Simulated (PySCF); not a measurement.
AlH2(NH2).
SMILES: `[H][Al]([H])[NH2]`

The closed-shell ground state was solved at several levels (PySCF, density fitting, gas phase, non-relativistic). Isolated species at its PBE0-D3(BJ)/def2-SVP geometry, gas phase.

| level | basis functions | HOMO (eV) | LUMO (eV) | gap (eV) | dipole (D) |
| --- | --- | --- | --- | --- | --- |
| PBE0/pcSseg-1 (pcSseg-2 on Al) | 80 | -7.49 | -0.62 | 6.87 | 1.32 |
| CAM-B3LYP/def2-SVPD | 76 | -9.07 | 0.27 | 9.34 | 1.15 |
| PBE/pcSseg-1 (pcSseg-2 on Al) | 80 | -6.15 | -1.35 | 4.80 | 1.48 |

(1) Estimate the row for B3LYP/pcSseg-1 (pcSseg-2 on Al), a basis of 80 functions; the other rows only guide the guess.

(2) Over all these levels, which gives the widest orbital gap and which the narrowest?

(3) In the pcSseg-1 (pcSseg-2 on Al) basis, how does the gap go with the fixed share of exact exchange?

(4) How far do the dipole and the HOMO energy spread over the levels?

Results:

(1) HOMO -7.23 eV, LUMO -0.83 eV, gap 6.40 eV, dipole 1.36 D.

(2) CAM-B3LYP/def2-SVPD (range-separated hybrid) has the widest, 9.34 eV, and PBE/pcSseg-1 (pcSseg-2 on Al) (GGA) the narrowest, 4.80 eV. Functional and basis both differ between the two, so the spread mixes both effects.

(3) PBE (0 %) 4.80 eV; B3LYP (20 %) 6.40 eV; PBE0 (25 %) 6.87 eV. Each rise in the share widens the gap here.

(4) The dipole runs from 1.15 to 1.48 D (mean 1.33 D) and the HOMO from -9.07 to -6.15 eV.
